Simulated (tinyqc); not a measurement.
Worked calculation (part 2 of 2): RHF in the sto-3g basis, for H2O, spin multiplicity 1. Computed by tinyqc, a small Python program that keeps every step (integrals from PySCF). Command: `OMP_NUM_THREADS=1 python tinyqc.py 22458 22459 out.jsonl` (the two numbers bound the seeds that draw the settings). One thread of a shared host (Intel(R) Xeon(R) Processor @ 2.60GHz), about 0.06 s of CPU time with the checks.

Geometry (angstrom):

| atom | x | y | z |
|---|---|---|---|
| O | 0.000000 | 0.000000 | 0.000000 |
| H | 0.000000 | 0.790000 | 0.593000 |
| H | 0.000000 | -0.821000 | 0.616000 |

## Convergence

Stop when the energy changes by less than 1e-08 hartree and every element of the error matrix X^T (F D S - S D F) X is below 3e-05.

Course of the cycle:

| iteration | E (hartree) | change | largest element of the error matrix |
|---|---|---|---|
| 1 | -73.25841821 | - | 6.63e-01 |
| 2 | -74.92812347 | -1.67e+00 | 1.44e-01 |
| 3 | -74.96096923 | -3.28e-02 | 3.16e-02 |
| 4 | -74.96239547 | -1.43e-03 | 4.31e-03 |
| 5 | -74.96246118 | -6.57e-05 | 1.58e-03 |
| 6 | -74.96246975 | -8.57e-06 | 1.38e-04 |
| 7 | -74.96246980 | -4.73e-08 | 4.11e-06 |
| 8 | -74.96246980 | -3.34e-11 | 1.44e-06 |

PySCF RHF in the same basis = -74.96246980 hartree

Converged in 8 iterations.

## Populations, bond orders and dipole

D after iteration 8, lower triangle:
```
            1O 1s      1O 2s    1O 2px     1O 2py    1O 2pz      2H 1s     3H 1s
1O 1s    2.107163
1O 2s   -0.451722   1.983310
1O 2px   0.000000   0.000000  2.000000
1O 2py   0.000894  -0.010722  0.000000   0.726786
1O 2pz   0.108464  -0.603715  0.000000   0.004813  1.215260
2H 1s   -0.025895  -0.044322  0.000000   0.536460  0.488106   0.614207
3H 1s   -0.024193  -0.035523  0.000000  -0.542051  0.491877  -0.177743  0.630863
```

overlap S, lower triangle:
```
           1O 1s     1O 2s    1O 2px     1O 2py    1O 2pz     2H 1s     3H 1s
1O 1s   1.000000
1O 2s   0.236704  1.000000
1O 2px  0.000000  0.000000  1.000000
1O 2py  0.000000  0.000000  0.000000   1.000000
1O 2pz  0.000000  0.000000  0.000000   0.000000  1.000000
2H 1s   0.050190  0.454942  0.000000   0.306002  0.229695  1.000000
3H 1s   0.045776  0.430532  0.000000  -0.294751  0.221153  0.218457  1.000000
```

Mulliken: Z minus the diagonal of D S on the atom; Loewdin: the same with S^(1/2) D S^(1/2); Mayer order: 2 sum_s sum (D(s) S)_ij (D(s) S)_ji over the two atoms.

Charges (e):

| atom | Mulliken | Loewdin |
|---|---|---|
| 1O | -0.325630 | -0.229761 |
| 2H | 0.169812 | 0.118426 |
| 3H | 0.155817 | 0.111335 |

Mayer bond orders:

| pair | order |
|---|---|
| 2-1 | 0.958601 |
| 3-1 | 0.963158 |
| 3-2 | 0.012563 |

dipole moment about the origin, x y z (debye): 0.000000  0.021291  1.650030
